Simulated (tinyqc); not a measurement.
MP2 on RHF in the sto-3g basis, frozen core, for H2O, spin multiplicity 1, step by step. One step of it, computed by the program tinyqc.

Task: Integrals over molecular orbitals. (pq|rs) = sum C_ip C_jq C_kr C_ls (ij|kl), one index at a time.

coefficients C:
```
              MO1        MO2        MO3        MO4       MO5        MO6        MO7
1O 1s    0.994216  -0.233247   0.000000   0.106522  0.000000  -0.124759   0.000000
1O 2s    0.025874   0.841712   0.000000  -0.550113  0.000000   0.818260   0.000000
1O 2px   0.000000   0.000000   0.000000   0.000000  1.000000   0.000000   0.000000
1O 2py   0.000000   0.000000   0.619347   0.000000  0.000000   0.000000   0.950860
1O 2pz   0.004298   0.127753   0.000000   0.745159  0.000000   0.782181   0.000000
2H 1s   -0.005588   0.155618   0.450802   0.297204  0.000000  -0.766795  -0.822979
3H 1s   -0.005588   0.155618  -0.450802   0.297204  0.000000  -0.766795   0.822979
```

core Hamiltonian H = T + V (hartree):
```
             1O 1s      1O 2s     1O 2px     1O 2py     1O 2pz      2H 1s      3H 1s
1O 1s   -32.689627  -7.605398   0.000000   0.000000  -0.019551  -1.636090  -1.636090
1O 2s    -7.605398  -9.306243   0.000000   0.000000  -0.232206  -3.572853  -3.572853
1O 2px    0.000000   0.000000  -7.434265   0.000000   0.000000   0.000000   0.000000
1O 2py    0.000000   0.000000   0.000000  -7.564331   0.000000  -1.848778   1.848778
1O 2pz   -0.019551  -0.232206   0.000000   0.000000  -7.538473  -1.734192  -1.734192
2H 1s    -1.636090  -3.572853   0.000000  -1.848778  -1.734192  -4.982834  -1.662946
3H 1s    -1.636090  -3.572853   0.000000   1.848778  -1.734192  -1.662946  -4.982834
```

Two-electron integrals (ij|kl) in chemists' order, unique and non-zero (hartree):
```
(11|11) 4.785065    (21|11) 0.741380    (21|21) 0.136873    (22|11) 1.118947
(22|21) 0.256633    (22|22) 0.817206    (31|31) 0.024477    (32|31) 0.037809
(32|32) 0.180518    (33|11) 1.115814    (33|21) 0.256684    (33|22) 0.817023
(33|33) 0.880159    (41|41) 0.024477    (42|41) 0.037809    (42|42) 0.180518
(43|43) 0.047444    (44|11) 1.115814    (44|21) 0.256684    (44|22) 0.817023
(44|33) 0.785270    (44|44) 0.880159    (51|51) 0.024477    (52|51) 0.037809
(52|52) 0.180518    (53|53) 0.047444    (54|54) 0.047444    (55|11) 1.115814
(55|21) 0.256684    (55|22) 0.817023    (55|33) 0.785270    (55|44) 0.785270
(55|55) 0.880159    (61|11) 0.160641    (61|21) 0.029401    (61|22) 0.054752
(61|33) 0.054647    (61|41) 0.001010    (61|42) 0.001888    (61|44) 0.054826
(61|51) 0.000904    (61|52) 0.001690    (61|54) 0.000160    (61|55) 0.054790
(61|61) 0.006398    (62|11) 0.384588    (62|21) 0.089284    (62|22) 0.314054
(62|33) 0.308772    (62|41) 0.004986    (62|42) 0.037839    (62|44) 0.317406
(62|51) 0.004463    (62|52) 0.033870    (62|54) 0.007728    (62|55) 0.315689
(62|61) 0.019542    (62|62) 0.148505    (63|31) 0.009417    (63|32) 0.054547
(63|43) 0.007894    (63|53) 0.007066    (63|63) 0.021348    (64|11) 0.204375
(64|21) 0.048068    (64|22) 0.180561    (64|33) 0.172339    (64|41) 0.011774
(64|42) 0.075193    (64|44) 0.192945    (64|51) 0.002109    (64|52) 0.018480
(64|54) 0.011379    (64|55) 0.176199    (64|61) 0.010993    (64|62) 0.103707
(64|64) 0.092949    (65|11) 0.182935    (65|21) 0.043025    (65|22) 0.161619
(65|33) 0.154260    (65|41) 0.002109    (65|42) 0.018480    (65|44) 0.158573
(65|51) 0.011305    (65|52) 0.071089    (65|54) 0.011754    (65|55) 0.171847
(65|61) 0.009840    (65|62) 0.092828    (65|64) 0.064089    (65|65) 0.078714
(66|11) 0.519026    (66|21) 0.122456    (66|22) 0.493345    (66|33) 0.473313
(66|41) 0.008988    (66|42) 0.093522    (66|44) 0.506339    (66|51) 0.008045
(66|52) 0.083711    (66|54) 0.029562    (66|55) 0.499774    (66|61) 0.027053
(66|62) 0.291520    (66|64) 0.232481    (66|65) 0.208092    (66|66) 0.774606
(71|11) 0.160641    (71|21) 0.029401    (71|22) 0.054752    (71|33) 0.054647
(71|41) -0.001010   (71|42) -0.001888   (71|44) 0.054826    (71|51) 0.000904
(71|52) 0.001690    (71|54) -0.000160   (71|55) 0.054790    (71|61) 0.006309
(71|62) 0.018991    (71|64) 0.009742    (71|65) 0.009569    (71|66) 0.026015
(71|71) 0.006398    (72|11) 0.384588    (72|21) 0.089284    (72|22) 0.314054
(72|33) 0.308772    (72|41) -0.004986   (72|42) -0.037839   (72|44) 0.317406
(72|51) 0.004463    (72|52) 0.033870    (72|54) -0.007728   (72|55) 0.315689
(72|61) 0.018991    (72|62) 0.123105    (72|64) 0.058874    (72|65) 0.074993
(72|66) 0.201518    (72|71) 0.019542    (72|72) 0.148505    (73|31) 0.009417
(73|32) 0.054547    (73|43) -0.007894   (73|53) 0.007066    (73|63) 0.017202
(73|73) 0.021348    (74|11) -0.204375   (74|21) -0.048068   (74|22) -0.180561
(74|33) -0.172339   (74|41) 0.011774    (74|42) 0.075193    (74|44) -0.192945
(74|51) -0.002109   (74|52) -0.018480   (74|54) 0.011379    (74|55) -0.176199
(74|61) -0.009742   (74|62) -0.058874   (74|64) -0.011348   (74|65) -0.035027
(74|66) -0.084301   (74|71) -0.010993   (74|72) -0.103707   (74|74) 0.092949
(75|11) 0.182935    (75|21) 0.043025    (75|22) 0.161619    (75|33) 0.154260
(75|41) -0.002109   (75|42) -0.018480   (75|44) 0.158573    (75|51) 0.011305
(75|52) 0.071089    (75|54) -0.011754   (75|55) 0.171847    (75|61) 0.009569
(75|62) 0.074993    (75|64) 0.035027    (75|65) 0.062195    (75|66) 0.134940
(75|71) 0.009840    (75|72) 0.092828    (75|74) -0.064089   (75|75) 0.078714
(76|11) 0.164696    (76|21) 0.038615    (76|22) 0.148006    (76|33) 0.144302
(76|44) 0.146857    (76|51) 0.002991    (76|52) 0.027205    (76|55) 0.152699
(76|61) 0.008385    (76|62) 0.070656    (76|64) 0.042410    (76|65) 0.049643
(76|66) 0.145435    (76|71) 0.008385    (76|72) 0.070656    (76|74) -0.042410
(76|75) 0.049643    (76|76) 0.041294    (77|11) 0.519026    (77|21) 0.122456
(77|22) 0.493345    (77|33) 0.473313    (77|41) -0.008988   (77|42) -0.093522
(77|44) 0.506339    (77|51) 0.008045    (77|52) 0.083711    (77|54) -0.029562
(77|55) 0.499774    (77|61) 0.026015    (77|62) 0.201518    (77|64) 0.084301
(77|65) 0.134940    (77|66) 0.352538    (77|71) 0.027053    (77|72) 0.291520
(77|74) -0.232481   (77|75) 0.208092    (77|76) 0.145435    (77|77) 0.774606
```

Give: one-electron integrals over orbitals h = C^T H C; Two-electron integrals over orbitals.

Result:

one-electron integrals over orbitals h = C^T H C (hartree):
```
          1        2        3        4        5        6        7
1  -32.6723   0.5572   0.0000  -0.2432   0.0000   0.2854   0.0000
2    0.5572  -7.6515   0.0000   0.4679   0.0000  -1.3532   0.0000
3    0.0000   0.0000  -6.3157   0.0000   0.0000   0.0000  -1.6916
4   -0.2432   0.4679   0.0000  -6.8753   0.0000  -1.1555   0.0000
5    0.0000   0.0000   0.0000   0.0000  -7.4343   0.0000   0.0000
6    0.2854  -1.3532   0.0000  -1.1555   0.0000  -5.4062   0.0000
7    0.0000   0.0000  -1.6916   0.0000   0.0000   0.0000  -5.5493
```

Two-electron integrals over orbitals (pq|rs), unique and non-zero (hartree); the lowest 1 orbital is frozen and left out:
```
(22|22) 0.7286      (32|32) 0.1412      (33|22) 0.6438      (33|33) 0.6291
(42|22) -0.0007     (42|33) 0.0055      (42|42) 0.1245      (43|32) 0.0198
(43|43) 0.0499      (44|22) 0.6673      (44|33) 0.5929      (44|42) -0.1017
(44|44) 0.7567      (52|52) 0.1448      (53|53) 0.0287      (54|52) -0.0487
(54|54) 0.0554      (55|22) 0.7476      (55|33) 0.6274      (55|42) -0.0749
(55|44) 0.7166      (55|55) 0.8802      (62|22) 0.1429      (62|33) 0.0782
(62|42) 0.0213      (62|44) 0.0780      (62|55) 0.1551      (62|62) 0.1021
(63|32) -0.0335     (63|43) -0.0289     (63|63) 0.0662      (64|22) 0.1005
(64|33) 0.0464      (64|42) -0.0444     (64|44) 0.1282      (64|55) 0.1267
(64|62) 0.0589      (64|64) 0.0796      (65|52) 0.0562      (65|54) -8.73e-05
(65|65) 0.0376      (66|22) 0.6192      (66|33) 0.5721      (66|42) 0.0540
(66|44) 0.5545      (66|55) 0.5946      (66|62) 0.1012      (66|64) 0.0471
(66|66) 0.6029      (72|32) 0.0412      (72|43) -0.0361     (72|63) 0.0351
(72|72) 0.0623      (73|22) 0.1379      (73|33) 0.0896      (73|42) -0.0819
(73|44) 0.1510      (73|55) 0.1904      (73|62) 0.0743      (73|64) 0.0876
(73|66) 0.0398      (73|73) 0.1564      (74|32) -0.0791     (74|43) -0.0017
(74|63) 0.0451      (74|72) -0.0155     (74|74) 0.0723      (75|53) 0.0236
(75|75) 0.0238      (76|32) 0.0930      (76|43) 0.0504      (76|63) -0.0588
(76|72) -0.0116     (76|74) -0.0595     (76|76) 0.1109      (77|22) 0.6186
(77|33) 0.6058      (77|42) -0.0114     (77|44) 0.5969      (77|55) 0.6162
(77|62) 0.0659      (77|64) 0.0413      (77|66) 0.5671      (77|73) 0.0851
(77|77) 0.6115
```
